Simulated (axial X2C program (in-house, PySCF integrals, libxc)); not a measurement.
## How long does AlN⁺ take?

A bond scan computed with an axial X2C code built on PySCF integrals. Basis: Al dyall-v3z [8s8p2d1f], N dyall-av3z [7s7p3d2f] (cores contracted in-house).

The run was started with this input:
```json
{
 "zs": [
  13,
  7
 ],
 "q": 1,
 "bas": [
  "dyall-v3z",
  "dyall-av3z"
 ],
 "levels": [
  "PBE0",
  "HF",
  "r2SCAN"
 ],
 "cc": true,
 "r0": 1.73,
 "thr": -2.0,
 "nmax": 90,
 "npts": 10,
 "nst": 2,
 "ntry": 6
}
```
```bash
python so2c.py task.json out
```

Keys: zs atomic numbers; q charge; bas basis sets; levels methods; cc coupled cluster on or off; r0 starting distance in Å; thr threshold in hartree for freezing inner shells (an s shell follows its p shell); nmax most natural virtual spinors; npts points on the curve; nst determinants followed; ntry starts of the search. HF also brings MP2.

Hardware: 1 thread of Intel(R) Xeon(R) Processor @ 2.30GHz, with other jobs on the host.

Wall time of one point of each curve, integrals apart:

```tsv
Hamiltonian	level	points	seconds a point
spin-free	PBE0	10	0.25
spin-free	HF	10	0.099
spin-free	CCSD(T) (7 electrons, 90 virtuals)	7	3.3
spin-free	r2SCAN	10	0.31
2c	PBE0	10	0.27
2c	HF	10	0.13
2c	CCSD(T) (7 electrons, 90 virtuals)	7	3.5
2c	r2SCAN	10	0.32
```

The rest:

Search with its distance optimisation 13 s, atoms 5.9 s, whole task 85 s. Coupled cluster runs on the points near the minimum only. The program drops outer points, and coupled cluster, when its time limit (not in the input) nears; MP2, further determinants and curves that did not converge are not in the table.
